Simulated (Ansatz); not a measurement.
`C/C=C(\F)SC` → `C=CCC(F)S`  (isomerisation)

Isolated molecules relaxed with PBE0-D4/def2-TZVP in Ansatz; ΔE leaves out vibrations. CCSD(T)/CBS is the MP2 limit (def2-TZVPP, def2-QZVPP) plus CCSD(T) − MP2 in def2-TZVPP, frozen cores. DFT in def2-TZVPP. B3LYP here is the variant with VWN-RPA as its local correlation; programs differ in this. One conformer a species, not always the lowest.

```tsv
level	ΔE (kJ/mol)	difference from CCSD(T)/CBS
PBE-D4	24.1	16.6
r2SCAN-D4	21.6	14.1
PBE0-D4	19.5	12.0
B3LYP-D4	16.4	8.9
ωB97X-V	12.4	4.9
ωB97M-V	11.7	4.2
B2PLYP	15.5	8.0
PBE	26.2	18.7
r2SCAN	22.2	14.7
PBE0	21.4	13.9
B3LYP	19.8	12.3
HF/def2-TZVPP	5.7	-1.8
MP2/def2-TZVPP	10.2	2.7
SCS-MP2/def2-TZVPP	8.2	0.7
CCSD/def2-TZVPP	4.3	-3.2
CCSD(T)/def2-TZVPP	6.0	-1.5
HF/def2-QZVPP	6.1	-1.4
MP2/def2-QZVPP	11.1	3.6
SCS-MP2/def2-QZVPP	9.2	1.7
HF/CBS(def2)	6.1	-1.4
MP2/CBS(def2)	11.7	4.2
CCSD/CBS(def2)	5.9	-1.6
CCSD(T)/CBS	7.5	0
```

Largest T1 diagnostic among the species: 0.012.

The D4 term adds −3.4 kJ/mol with B3LYP and −1.9 kJ/mol with PBE0; it sums over pairs of atoms, weighted by their polarisabilities, and B3LYP, whose exchange is more repulsive, gets the larger term. From PBE to PBE0 (25 % exact exchange), in def2-TZVPP and without D4, ΔE moves by −4.8 kJ/mol.
